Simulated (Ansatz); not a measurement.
# Structure relaxation of LiP2

The calculation used DFT PBE, scalar-relativistic, plane waves, PAW (Ansatz 0.2.0). Cutoff 420 eV, Γ-centred k mesh, Gaussian smearing, no spin polarisation in the final step.

The start is a random cell of LiP2 with space group P2_1/m (No. 11), drawn with lower limits on the distances.

```
Li P
1.0
     4.01173    0.00000    0.00000
     0.00000    6.25003    0.00000
    -0.59171    0.00000    4.59400
Li P
2 4
Direct
  0.32441 0.75000 0.79804
  0.67559 0.25000 0.20196
  0.32797 0.00000 0.65594
  0.32797 0.50000 0.65594
  0.67203 0.00000 0.34406
  0.67203 0.50000 0.34406
```

Cell and atoms relax at zero pressure; the relaxation can't lower the symmetry of the start. After a coarse first stage the cell is made exact in the group found at 0.06 Å.

Energies over the elements count from the elements' standard structures at the same level, with no empirical corrections.

Q: Which crystal results?

A: It ends in Pmmn (No. 59). Conventional cell: a = 3.315 Å, b = 7.647 Å, c = 4.157 Å. Around Li lie 8 P at 2.65–2.80 Å and 2 Li at 3.32 Å; around P lie 2 P at 2.19 Å.

```xyz
6
Lattice="3.3150 0.0000 0.0000 0.0000 7.6470 0.0000 0.0000 0.0000 4.1575" Properties=species:S:1:pos:R:3 pbc="T T T"
Li    1.6575    3.8235    3.5213
Li    0.0000    0.0000    0.6362
P     0.0000    5.9513    2.7612
P     0.0000    1.6957    2.7612
P     1.6575    5.5192    1.3963
P     1.6575    2.1278    1.3963
```

Q: What are its volume, energy, density and gap?

A: The volume per atom is 17.57 Å³, the density is 2.17 g/cm³ and the energy over the elements is -0.31 eV/atom. The gap on the 12×6×10 mesh is 0 eV (a metal).

The final run used a 12×6×10 mesh on its 6-atom cell and 0.10 eV smearing. The k mesh leaves about 4 meV/atom of noise in metals. Symmetry constrained the relaxation, so the result can be a saddle point.

Cost: 3 runs of about 6.2 core-minutes in all, on Arm Neoverse V1 (shared hosts).